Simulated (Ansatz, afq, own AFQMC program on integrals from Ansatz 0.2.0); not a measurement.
**CHAl⁺, doublet: AFQMC among the cluster methods**

```yaml
atoms:
  - { symbol: Al, position_ang: [0.0000, 0.0000, 0.1051] }
  - { symbol: C, position_ang: [0.0000, 0.0000, -1.8111] }
  - { symbol: H, position_ang: [0.0000, 0.0000, 1.7060] }
```

Connectivity, by distances: AlH–C.

Basis cc-pVDZ. Noble-gas cores (and the filled d shells of Ga–Kr and In–Xe) are frozen. Integrals, coupled cluster, full CI and functionals: Ansatz 0.2.0; the random walks run on the same integrals in our own AFQMC program. The CISD trial takes its coefficients from CCSD amplitudes. Released means that phaseless walkers are propagated on without the constraint, phases kept. Error bars are statistical, one sigma.

Determinant: ROHF, the one that the program's search chose, which needn't be the lowest solution. The geometry is a PBE0/def2-TZVP stationary point of this or a neighbouring charge and spin state.

No full CI on the walks' own integrals is used here; CCSDT(Q) serves as the reference and is uncertain by about the last step of the cluster series.

Cautions: another spin lies lower (by 882 meV); a spin-contaminated unrestricted determinant lies lower (UHF 729 meV lower, ⟨S²⟩ 1.59); CCSDT(Q) on the UHF determinant differs (942 meV lower), perhaps since the unrestricted series falls towards higher spin.

* T1 diagnostic: 0.0233
* weight of the determinant in the CISD state: 0.885
* size of the correlated space: 7 electrons in 31 orbitals

```tsv
level	correlation energy (eV)
MP2	-3.1322
CCSD	-4.1361
CCSD(T)	-4.2572
```

(1) Estimate where AFQMC with the constraint released lies against CCSD(T) on the same integrals.

(1) 1.00 ± 0.35 kcal/mol below CCSD(T).

Reference: CCSDT(Q), correlation energy -4.305 eV. The released energy is read at 2.40 1/Eh (meV from the phaseless value at times in 1/Eh: -13 ± 13 at 0.24, -16 ± 14 at 0.51, -34 ± 11 at 0.99, 7 ± 16 at 1.62, -21 ± 15 at 2.40).

| level | E − E(reference) (kcal/mol) | share of correlation (%) |
| --- | --- | --- |
| CCSD(T) | 1.11 | 98.88 |
| CCSDT | 0.19 | 99.81 |
| ph-AFQMC/HF | 4.09 ± 0.77 | 95.88 |
| ph-AFQMC/CISD | 0.61 ± 0.27 | 99.39 |
| released AFQMC | 0.11 ± 0.35 | 99.89 |

A walk keeps the symmetry of its determinant, which the program's search chose and which needn't be the lowest solution, so a lower state of the same spin and another symmetry isn't excluded. Released energies are given only where the last usable release times agree within the noise; a slower fall can still hide under it.
